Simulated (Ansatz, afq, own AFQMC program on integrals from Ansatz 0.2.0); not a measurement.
Integrals from Ansatz 0.2.0, then the random walk in our own AFQMC program (afq).

```yaml
crystal:
  periodic: [false, false, false]
  atoms:
    - {symbol: Ge, position_ang: [0.000034, -0.000003, -0.018730]}
    - {symbol: H, position_ang: [1.465006, 0.016889, 0.452573]}
    - {symbol: H, position_ang: [-0.748285, 1.261093, 0.448403]}
    - {symbol: H, position_ang: [-0.719150, -1.277779, 0.448837]}
basis:
  gaussian: {orbitals: 6-31G}
magnetization: {spin_polarized: true, initial_magnetization: 1}
correlation: {method: ccsd_t, electrons: outside_noble_gas, hamiltonian_folder: ham}
```

```sh
$ ansatz run in.yaml --threads 1 --pin off --events-out ev --progress --plain --max-ram 16896MiB --backend cuda --devices 0, --max-vram 18GiB
```

afq runs on the folder ham with

```
--method free --trial cid --walkers 20 --time-step 0.02 --max-blocks 30 --target-error 0.00064 --factor-cut 1e-05 --seed 1401 --times 0.0,0.2,0.4,0.8,1.2 --taylor-order 6
```

Times are imaginary, in 1/Eh. The walk had a cap of 60 s. Filled inner d shells are frozen with the cores.

Log:

```
orbitals 21  electrons 4 3  factors 169 of 346
reference energy -2076.71104837 Eh
CCSD correlation -0.06888678 Eh in 10 cycles, weight of the determinant in the CISD state 0.9482
repeat  energy at the last time / Eh  error
    10  -2076.781089  0.000238
    20  -2076.780874  0.000144
    30  -2076.780940  0.000111
time / (1/Eh)  energy / Eh  error  mean overlap
  0.00  -2076.779935  0.000045  1.0537
  0.20  -2076.780348  0.000060  1.0622
  0.40  -2076.780602  0.000068  1.0583
  0.80  -2076.780828  0.000077  1.0620
  1.20  -2076.780940  0.000111  1.0673
energy -2076.780940 +/- 0.000111 Eh
```

The run passed its tests (error under three times the target), which doesn't prove that it has relaxed.

Against this walk (error 3.0 meV) on the same determinant: CCSD(T) 3.7 meV higher (within the noise), full CI 5.9 meV lower (within the noise). The error is statistical, and a free projection of finite length keeps a remainder of its start. The projection is still falling at its last time (meV from the last point: 27.3 ± 1.2 at 0.00, 16.1 ± 1.6 at 0.20, 9.2 ± 1.9 at 0.40, 3.0 ± 2.1 at 0.80, 0 ± 3 at 1.20), so its energy is a cut-off value, and the gaps above aren't errors of the other methods.

Cautions: remainder of the start not in the error; no relativity below Rb; no spin-orbit coupling; inner d shell frozen; so few walkers bias the energy.

The walk took 3 s on 1 × NVIDIA H100 80GB HBM3 with 2 threads of AMD EPYC 7R13 Processor (Zen 3), on a shared host (the card was shared). The log's last line is the free-projection energy.

A walk keeps the symmetry of its determinant, which the program's search chose and which needn't be the lowest solution, so a lower state of the same spin and another symmetry isn't excluded.
